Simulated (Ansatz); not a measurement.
Reaction (SMILES): [PH2] (PH2) → PH2+ (singlet, bonded as [PH2]) + e-
B3LYP-D3(BJ)/def2-TZVP geometries, fixed; electronic energies without zero-point terms.

Core correlation in the adiabatic ionisation energy at MP2 with Ansatz (a program for electronic structure), in eV: frozen core against 1s of Al to Cl frozen alone. Core-valence sets carry the plain set on hydrogen. A restricted Hartree-Fock determinant is unstable towards unrestricted orbitals. Open shells are unrestricted.

```csv
basis,"functions, most",frozen core
cc-pV(D+d)Z,33,9.597
cc-pCVDZ,37,9.609
cc-pV(T+d)Z,67,9.754
cc-pCVTZ,87,9.754
cc-pwCVTZ,87,9.751
cc-pV(Q+d)Z,124,9.797
cc-pCVQZ,169,9.796
cc-pwCVQZ,169,9.795
```

Question: How large is the core term in each set?

Answer: The largest core-valence set, cc-pwCVQZ, gives a core term of 0.009 eV; the valence set cc-pV(Q+d)Z, which lacks functions for the core, gives -0.007. By row: cc-pV(D+d)Z -0.001, cc-pCVDZ 0.000, cc-pV(T+d)Z -0.007, cc-pCVTZ 0.004, cc-pwCVTZ 0.005, cc-pV(Q+d)Z -0.007, cc-pCVQZ 0.008, cc-pwCVQZ 0.009.
